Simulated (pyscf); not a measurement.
H₂N–B(Cl)–Cl + SiH₄ -> H₂N–BH–Cl + H₃Si–Cl (four-centre exchange; singlet surface; B–Cl, H–Si broken, B–H, Cl–Si formed). Structures and frequencies: ωB97X-D3(BJ)/def2-SVP in PySCF. Energies in kJ/mol from the separated reactants.

| level | barrier | reaction energy |
|---|---|---|
| ωB97X-D3(BJ)/def2-TZVP | 140.1 | -19.3 |
| PBE/def2-TZVP | 140.4 | -12.4 |
| r²SCAN/def2-TZVP | 144.3 | -13.5 |
| PBE0-D3(BJ)/def2-TZVP | (withheld) | -13.4 |
| M06-2X/def2-TZVP | 146.4 | -20.5 |
| HF/def2-TZVP | (withheld) | (withheld) |

Question: What belongs in the gaps?

Answer: 
- PBE0-D3(BJ)/def2-TZVP, barrier: 136.5
- HF/def2-TZVP, barrier: 233.1
- HF/def2-TZVP, reaction energy: -24.6

The functionals in the table span 9.9 kJ/mol in this barrier, from PBE0-D3(BJ) to M06-2X. The same reactants have a lower exit, to H₂N–SiH₃ + Cl–BH–Cl (barrier +91.6 kJ/mol at ωB97M-D3(BJ)/def2-TZVP, against +150.7 kJ/mol here). This is the saddle that the search found; another between the same sides may lie lower.
